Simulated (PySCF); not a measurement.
Identify the unknown among the candidates.

All candidates are C4H9F.

| technique | computed result |
| --- | --- |
| 1H NMR | chemical shifts (computed TMS as zero) by class: 4.48 (1 H), 1.52 (1 H), 1.40 (1 H), 1.25 (3 H), 1.07 (3 H) ppm [GIAO B97-2/pcSseg-2] |
| NMR, other nuclei | isotropic shieldings of nuclei other than C and H, by class: 376 (1 F) ppm [GIAO B97-2/pcSseg-2] |
| Dipole | 1.87 D [B97-2/pcSseg-2] |
| 13C NMR | chemical shifts (computed TMS as zero) by class: 96.8 (1 C), 35.4 (1 C), 24.2 (1 C), 13.3 (1 C) ppm [GIAO B97-2/pcSseg-2] |
| Rotational structure | rotational constants A, B, C: 8.226, 3.492, 2.705 GHz [PBE0-D3(BJ)/def2-TZVP] |

Electronic properties: PySCF, gas phase, density fitting. Levels stand in brackets. The structure is a single PBE0-D3(BJ)/def2-TZVP conformer in the gas phase; no vibrational or solvent corrections. NMR values are class means; diastereotopic atoms form classes of their own.

Task: Which candidate is it?
A. `CC(C)CF`
B. `CC(C)(C)F`
C. `CC[C@H](C)F`

Result: C. It is `CC[C@H](C)F`. Numbering: `[CH3:1][CH2:2][C@H:3]([CH3:4])[F:5]`. Its formula, C4H9F, gives 0 degrees of unsaturation, so no ring and no π bond. 4 carbons fall into 4 classes; from least to most shielded: sp3 C–F carbon [C3] (96.8 ppm), chain CH2 carbon [C2] (35.4 ppm), methyl carbon [C4] (24.2 ppm), methyl carbon [C1] (13.3 ppm). Hydrogen classes from least to most shielded: 1 H on an sp3 C–F carbon, C3 (4.48 ppm), 1 H on a chain CH2 carbon, C2 (1.52 ppm), 1 H on a chain CH2 carbon, C2 (1.40 ppm), 3 H on a methyl carbon, C4 (1.25 ppm, a mean of values up to 0.6 ppm apart in this geometry), 3 H on a methyl carbon, C1 (1.07 ppm, a mean of values up to 0.7 ppm apart in this geometry). The other shieldings belong to: 376 ppm, alkyl fluorine [F5]. The optimised geometry has point group C1 and is an asymmetric top.

The others, at the same levels:
- `CC(C)(C)F` fails: it has 2 carbon classes against 4; its computed 13C shifts are 96.9 (1 C), 30.4 (3 C) ppm, 1H shifts are 1.30 (9 H) ppm and rotational constant A is 4.756 GHz (against 8.226 GHz).
- `CC(C)CF` fails: it has 3 carbon classes against 4; its computed 13C shifts are 94.5 (1 C), 34.3 (1 C), 20.3 (2 C) ppm, 1H shifts are 4.14 (2 H), 1.94 (1 H), 0.92 (6 H) ppm and rotational constant A is 7.710 GHz (against 8.226 GHz).

Each candidate is one conformer, not necessarily the lowest. Dipoles, sizes and rotational constants follow the conformer. The torsions of the flexible species, by atom-mapped SMILES:
- `[CH3:1][CH2:2][C@H:3]([CH3:4])[F:5]`: C1–C2–C3–C4 -179°
- `[CH3:1][CH:2]([CH3:3])[CH2:4][F:5]`: C1–C2–C4–F5 61°
